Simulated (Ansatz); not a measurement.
Molecular dynamics of C2H2O2S

Input:

```yaml
crystal:
  periodic: [false, false, false]
  atoms:
    - { symbol: S, position_ang: [-1.147588, -2.374842, -0.008649] }
    - { symbol: C, position_ang: [-0.441823, -0.931301, -0.007483] }
    - { symbol: O, position_ang: [-0.83158, 0.274941, -0.502398] }
    - { symbol: C, position_ang: [0.400165, 0.790916, -0.005736] }
    - { symbol: O, position_ang: [0.749369, -0.498973, 0.488566] }
    - { symbol: H, position_ang: [1.07114, 1.138859, -0.804491] }
    - { symbol: H, position_ang: [0.261518, 1.5323, 0.794492] }
basis:
  gaussian: { orbitals: cc-pVDZ }
hamiltonian:
  xc: pbe0
  dispersion: d4
md:
  timestep: 0.25
  n_steps: 150
  ensemble: nvt_langevin
  temperature: 500.0
  initial_velocities: maxwell_boltzmann
  seed: 309984
  friction: 0.005
scf:
  lower_state_search: "off"
```

Launched with:

```bash
$ ansatz run input.yaml --threads 1 --pin off --max-ram 2048MiB --backend cpu --events-out ev --progress --plain --runs-dir out
```

It starts from a relaxed structure.

Output, in part (one step line in 3, the closing report, with atoms numbered from 0):

```
md step     0: t =     0.00 fs  T =   428.6 K  F+E_penalty+E_count = -17024.84709845 eV  E_kin = 0.387780 eV  (15 SCF iters)
md step     3: t =     0.75 fs  T =   389.2 K  F+E_penalty+E_count = -17024.83222634 eV  E_kin = 0.352168 eV  (15 SCF iters)
md step     6: t =     1.50 fs  T =   363.8 K  F+E_penalty+E_count = -17024.79526715 eV  E_kin = 0.329135 eV  (15 SCF iters)
md step     9: t =     2.25 fs  T =   303.9 K  F+E_penalty+E_count = -17024.75026187 eV  E_kin = 0.274997 eV  (15 SCF iters)
md step    12: t =     3.00 fs  T =   250.2 K  F+E_penalty+E_count = -17024.71762390 eV  E_kin = 0.226350 eV  (15 SCF iters)
md step    15: t =     3.75 fs  T =   244.8 K  F+E_penalty+E_count = -17024.69969516 eV  E_kin = 0.221504 eV  (15 SCF iters)
md step    18: t =     4.50 fs  T =   240.3 K  F+E_penalty+E_count = -17024.68527513 eV  E_kin = 0.217441 eV  (15 SCF iters)
md step    21: t =     5.25 fs  T =   209.7 K  F+E_penalty+E_count = -17024.66287118 eV  E_kin = 0.189728 eV  (15 SCF iters)
md step    24: t =     6.00 fs  T =   190.9 K  F+E_penalty+E_count = -17024.63585594 eV  E_kin = 0.172735 eV  (14 SCF iters)
md step    27: t =     6.75 fs  T =   176.1 K  F+E_penalty+E_count = -17024.61145962 eV  E_kin = 0.159347 eV  (14 SCF iters)
md step    30: t =     7.50 fs  T =   165.3 K  F+E_penalty+E_count = -17024.59887146 eV  E_kin = 0.149564 eV  (15 SCF iters)
md step    33: t =     8.25 fs  T =   171.3 K  F+E_penalty+E_count = -17024.60457979 eV  E_kin = 0.155028 eV  (15 SCF iters)
md step    36: t =     9.00 fs  T =   182.6 K  F+E_penalty+E_count = -17024.62646033 eV  E_kin = 0.165203 eV  (15 SCF iters)
md step    39: t =     9.75 fs  T =   210.4 K  F+E_penalty+E_count = -17024.65285124 eV  E_kin = 0.190370 eV  (15 SCF iters)
md step    42: t =    10.50 fs  T =   219.6 K  F+E_penalty+E_count = -17024.67119443 eV  E_kin = 0.198728 eV  (14 SCF iters)
md step    45: t =    11.25 fs  T =   216.7 K  F+E_penalty+E_count = -17024.67741290 eV  E_kin = 0.196099 eV  (15 SCF iters)
md step    48: t =    12.00 fs  T =   211.5 K  F+E_penalty+E_count = -17024.67114718 eV  E_kin = 0.191335 eV  (15 SCF iters)
md step    51: t =    12.75 fs  T =   224.1 K  F+E_penalty+E_count = -17024.65988130 eV  E_kin = 0.202813 eV  (15 SCF iters)
md step    54: t =    13.50 fs  T =   215.4 K  F+E_penalty+E_count = -17024.65293929 eV  E_kin = 0.194903 eV  (15 SCF iters)
md step    57: t =    14.25 fs  T =   232.7 K  F+E_penalty+E_count = -17024.65534353 eV  E_kin = 0.210594 eV  (15 SCF iters)
md step    60: t =    15.00 fs  T =   239.5 K  F+E_penalty+E_count = -17024.66538069 eV  E_kin = 0.216743 eV  (15 SCF iters)
md step    63: t =    15.75 fs  T =   249.5 K  F+E_penalty+E_count = -17024.67355504 eV  E_kin = 0.225765 eV  (15 SCF iters)
md step    66: t =    16.50 fs  T =   245.8 K  F+E_penalty+E_count = -17024.67311370 eV  E_kin = 0.222401 eV  (15 SCF iters)
md step    69: t =    17.25 fs  T =   212.8 K  F+E_penalty+E_count = -17024.66949550 eV  E_kin = 0.192571 eV  (15 SCF iters)
md step    72: t =    18.00 fs  T =   229.7 K  F+E_penalty+E_count = -17024.67003404 eV  E_kin = 0.207849 eV  (15 SCF iters)
md step    75: t =    18.75 fs  T =   222.4 K  F+E_penalty+E_count = -17024.67515473 eV  E_kin = 0.201226 eV  (15 SCF iters)
md step    78: t =    19.50 fs  T =   216.3 K  F+E_penalty+E_count = -17024.68201294 eV  E_kin = 0.195676 eV  (15 SCF iters)
md step    81: t =    20.25 fs  T =   221.9 K  F+E_penalty+E_count = -17024.68662892 eV  E_kin = 0.200769 eV  (15 SCF iters)
md step    84: t =    21.00 fs  T =   222.0 K  F+E_penalty+E_count = -17024.68498809 eV  E_kin = 0.200911 eV  (15 SCF iters)
md step    87: t =    21.75 fs  T =   216.1 K  F+E_penalty+E_count = -17024.67622105 eV  E_kin = 0.195563 eV  (15 SCF iters)
md step    90: t =    22.50 fs  T =   207.5 K  F+E_penalty+E_count = -17024.66457197 eV  E_kin = 0.187760 eV  (15 SCF iters)
md step    93: t =    23.25 fs  T =   182.3 K  F+E_penalty+E_count = -17024.65533230 eV  E_kin = 0.164937 eV  (15 SCF iters)
md step    96: t =    24.00 fs  T =   181.9 K  F+E_penalty+E_count = -17024.65262787 eV  E_kin = 0.164545 eV  (15 SCF iters)
md step    99: t =    24.75 fs  T =   165.7 K  F+E_penalty+E_count = -17024.65316669 eV  E_kin = 0.149889 eV  (15 SCF iters)
md step   102: t =    25.50 fs  T =   166.6 K  F+E_penalty+E_count = -17024.65377471 eV  E_kin = 0.150785 eV  (15 SCF iters)
md step   105: t =    26.25 fs  T =   178.7 K  F+E_penalty+E_count = -17024.65598261 eV  E_kin = 0.161717 eV  (15 SCF iters)
md step   108: t =    27.00 fs  T =   182.7 K  F+E_penalty+E_count = -17024.65930296 eV  E_kin = 0.165270 eV  (15 SCF iters)
md step   111: t =    27.75 fs  T =   205.9 K  F+E_penalty+E_count = -17024.66648693 eV  E_kin = 0.186287 eV  (15 SCF iters)
md step   114: t =    28.50 fs  T =   226.8 K  F+E_penalty+E_count = -17024.67606478 eV  E_kin = 0.205184 eV  (15 SCF iters)
md step   117: t =    29.25 fs  T =   267.6 K  F+E_penalty+E_count = -17024.68870777 eV  E_kin = 0.242136 eV  (15 SCF iters)
md step   120: t =    30.00 fs  T =   270.5 K  F+E_penalty+E_count = -17024.69990743 eV  E_kin = 0.244777 eV  (15 SCF iters)
md step   123: t =    30.75 fs  T =   281.7 K  F+E_penalty+E_count = -17024.71121041 eV  E_kin = 0.254926 eV  (15 SCF iters)
md step   126: t =    31.50 fs  T =   287.4 K  F+E_penalty+E_count = -17024.71975530 eV  E_kin = 0.260013 eV  (15 SCF iters)
md step   129: t =    32.25 fs  T =   319.6 K  F+E_penalty+E_count = -17024.72477761 eV  E_kin = 0.289167 eV  (16 SCF iters)
md step   132: t =    33.00 fs  T =   290.7 K  F+E_penalty+E_count = -17024.72341506 eV  E_kin = 0.263027 eV  (15 SCF iters)
md step   135: t =    33.75 fs  T =   292.1 K  F+E_penalty+E_count = -17024.71556840 eV  E_kin = 0.264257 eV  (16 SCF iters)
md step   138: t =    34.50 fs  T =   266.5 K  F+E_penalty+E_count = -17024.70120476 eV  E_kin = 0.241168 eV  (16 SCF iters)
md step   141: t =    35.25 fs  T =   232.0 K  F+E_penalty+E_count = -17024.68365461 eV  E_kin = 0.209901 eV  (15 SCF iters)
md step   144: t =    36.00 fs  T =   230.7 K  F+E_penalty+E_count = -17024.66512531 eV  E_kin = 0.208746 eV  (15 SCF iters)
md step   147: t =    36.75 fs  T =   202.1 K  F+E_penalty+E_count = -17024.64395812 eV  E_kin = 0.182868 eV  (15 SCF iters)
md step   150: t =    37.50 fs  T =   178.8 K  F+E_penalty+E_count = -17024.62237993 eV  E_kin = 0.161810 eV  (15 SCF iters)
Total energy: -17024.62240067 eV, -625.6433335211 hartree
Atom 0 at    -1.155230    -2.427672     0.123971 Å, force     0.822830     1.685785    -0.303619 eV/Å
Atom 1 at    -0.441904    -0.940499    -0.041094 Å, force    -0.184609    -1.056234     0.402171 eV/Å
Atom 2 at    -0.840153     0.216578    -0.562872 Å, force    -0.948615     1.729629    -0.646695 eV/Å
Atom 3 at     0.392653     0.851880    -0.073681 Å, force    -1.333824    -1.312665    -0.493442 eV/Å
Atom 4 at     0.746108    -0.461079     0.378404 Å, force     1.767932    -0.082586     0.891172 eV/Å
Atom 5 at     0.993906     1.308695    -0.889069 Å, force    -0.049009    -0.571894     0.230004 eV/Å
Atom 6 at     0.213848     1.582433     0.740151 Å, force    -0.074704    -0.392035    -0.079591 eV/Å
Dipole moment:     0.389304     0.861884    -0.031592 e Å
```

The run went to its last step. The mean temperature of the second half is 54 % below the set value. A run of 0.037 ps of so small a system gives no equilibrium averages.

The same pairs are bonded in the first frame and the last. Pairs count as bonded within 1.25 times the sum of covalent radii (0.12 Å more for H–H).

Last frame:

```xyz
7
Properties=species:S:1:pos:R:3
S -1.155 -2.428 0.124
C -0.442 -0.941 -0.041
O -0.840 0.217 -0.563
C 0.393 0.852 -0.074
O 0.746 -0.461 0.378
H 0.994 1.309 -0.889
H 0.214 1.582 0.740
```

The run took 15 min on 1 thread of Intel(R) Xeon(R) Processor @ 2.50GHz (Skylake/Cascade Lake) (shared host), peak memory 0.15 GiB.
